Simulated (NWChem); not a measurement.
# hydrazine (H4N2) in NWChem

```xyz
6

N      0.1745    -0.6794     0.0738
N     -0.1745     0.6794     0.0738
H     -0.6458    -1.2306     0.3138
H      0.5122    -1.0120    -0.8307
H      0.6458     1.2306     0.3138
H     -0.5122     1.0120    -0.8307
```
Charge 0, spin multiplicity 1.

The numbers come from NWChem runs, not from measurements. The geometry was optimised at PBE0/def2-SVP, a minimum by its harmonic frequencies. It is one conformer; others weren't searched.

Symmetry labels belong to the abelian group C2 used in the runs, with the axes of the coordinates shown.

Task: List the lowest 3 singlet excitations that CIS/def2-SVPD gives, with oscillator strengths.

Result: 
```csv
state,symmetry,energy (eV),wavelength (nm),f
1,a,7.93,156,0.023
2,b,7.95,156,0.021
3,b,9.32,133,0.064
```
